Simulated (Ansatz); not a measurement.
**Forces on a displaced structure**

Si2H4S (SMILES [SiH3][SiH]=S), singlet, displaced at random from its PBE0-D4/def2-TZVP minimum.

```xyz
7
angstrom
Si -0.7907 0.3503 -0.3291
Si 0.9890 -0.6740 0.2262
S 1.7533 -0.5331 2.1046
H -1.9123 -0.3745 -0.9089
H -0.3679 1.3484 -1.4279
H -1.3264 1.3271 0.6235
H 1.6645 -1.2745 -0.9054
```

Ansatz 0.2.0; basis: def2-TZVPP; cores frozen in the correlated methods.

CCSD(T) forces from the calculation:
```csv
atom,Fx,Fy,Fz (eV/Å)
Si1,-2.527,3.111,-1.736
Si2,2.970,-1.023,2.965
S3,-0.564,-0.221,-1.581
H4,-0.253,-0.550,-0.133
H5,0.028,-0.735,0.335
H6,-0.036,-0.174,0.593
H7,0.381,-0.408,-0.444
```

Root-mean-square difference of the force components from those of CCSD(T): PBE-D4 0.227; r2SCAN-D4 0.131; PBE0-D4 0.146; wB97M-V 0.163 eV/Å.

The T1 diagnostic stays at or below 0.021. The restricted Hartree–Fock reference is unstable towards an unrestricted one here. These are differences at one structure, and CCSD(T) in triple zeta is itself an approximation.

For scale, one of the runs: CCSD(T)/def2-TZVPP forces, 182 basis functions (an equivalent command: `ansatz run in.yaml --threads 2`). The run took 2.2 min on 2 CPU threads (shared host), with 2.8 GiB of host memory at its peak.
